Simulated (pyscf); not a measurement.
H₃Si–AsH–SiH₃ (SMILES [SiH3][AsH][SiH3]) + SiH₂ (SMILES [SiH2]) [singlet] → H₃Si–As(SiH₃)–SiH₃ (SMILES [SiH3][As]([SiH3])[SiH3]), an insertion (singlet surface; As–H broken, As–Si, H–Si formed). PySCF, gas phase, ωB97X-D3(BJ)/def2-SVP geometries. Energies in kcal/mol from the separated reactants.

Small-basis levels: PySCF, no dispersion term, spherical d functions. AM1 to PM7: differences of heats of formation from MOPAC, which are fitted to 298 K values and so differ in kind from electronic energies by zero-point and thermal terms. Cost: rough CPU time at the saddle relative to B3LYP/6-31G*+LANL2DZ, from one job on a shared machine.

```
level                    barrier  reaction energy        cost
-----------------------  -------  ---------------  ----------
HF/STO-3G                   26.1            -80.9        0.09
BP86/6-31G*+LANL2DZ         -7.0            -63.1           2
PBE/6-31G*+LANL2DZ         -10.5            -66.3           2
B3LYP/STO-3G                 2.6            -84.9         0.8
B3LYP/3-21G                  3.2            -55.9         0.9
B3LYP/6-311+G**+LANL2DZ      1.6            -56.6           2
PBE/def2-SVP               -14.8            -65.7           2
AM1                        -13.3            -62.2  under 0.02
PM7                        -14.3            -90.5  under 0.02
ωB97M-D3(BJ)/def2-TZVP      -6.0            -64.9           –
```

Against the last row the barrier runs from -8.8 (PBE/def2-SVP) to +32.1 kcal/mol (HF/STO-3G). ωB97M-D3(BJ)/def2-TZVP has limits of its own. On the reactant side the descent ends in an adduct with a As–Si contact, 14.3 kcal/mol under the separated species and 2.6 kcal/mol under the saddle at ωB97X-D3(BJ)/def2-TZVP. At ωB97M-D3(BJ) the saddle lies under the separated reactants, which points to a path from their complex (located at ωB97X-D3(BJ) alone). What is counted as formed (As–Si) is already present as a longer contact in the reactant adduct; forming that adduct is a step of its own. At ωB97X-D3(BJ)/def2-TZVP the barrier from the zero used here is -11.7 kcal/mol. This is the saddle that the search found; another between the same sides may lie lower. In the def2 sets elements up to Kr have no core potential.
